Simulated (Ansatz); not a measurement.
**Ligand exchange: CH4O + BH2(NH2) → H3NO + BH2(CH3)**

Species: CH4O (methanol) `CO`, singlet; BH2(NH2), singlet; H3NO (hydroxylamine) `NO`, singlet; BH2(CH3), singlet. The partners trade CH3 for NH2: O–CH3 and B–NH2 bonds give way to O–NH2 and B–CH3.

Shapes, held fixed at every level: PBE0-D4/def2-TZVP. Flexible molecules stand in one conformer, not always the lowest. Programs: Ansatz 0.2.0. The zero-point and thermal change to 298 K, harmonic and unscaled (PBE0-D4/def2-TZVP), is -7.1 kJ/mol.

```csv
level,kind,ΔH(298 K) (kJ/mol),less CCSD(T)/CBS estimate
SPW92/def2-TZVPP,LDA,+274.2,+2.8
r2SCAN-D4/def2-TZVPP,meta-GGA,+267.3,-4.1
BHLYP-D4/def2-TZVPP,global hybrid,+274.9,+3.5
PBE0-D4/def2-TZVPP,global hybrid,+265.8,-5.6
MP2/def2-SVP,perturbation theory,+285.7,+14.3
CCSD/def2-SVP,coupled cluster or CI,+277.9,+6.5
CCSD(T)/def2-TZVPP,coupled cluster or CI,+270.5,-0.9
CCSD(T)/CBS estimate,coupled cluster or CI,+271.4,0.0
```

The highest level, CCSD(T)/CBS estimate, gives ΔH(298 K) = +271.4 kJ/mol; the levels span +265.8 to +285.7. The column of differences is taken from that level and isn't an error. No measured value is set beside it here. The CBS estimate extrapolates MP2 from def2-TZVPP and def2-QZVPP and adds CCSD(T) − MP2 in the triple-zeta set, cores frozen.
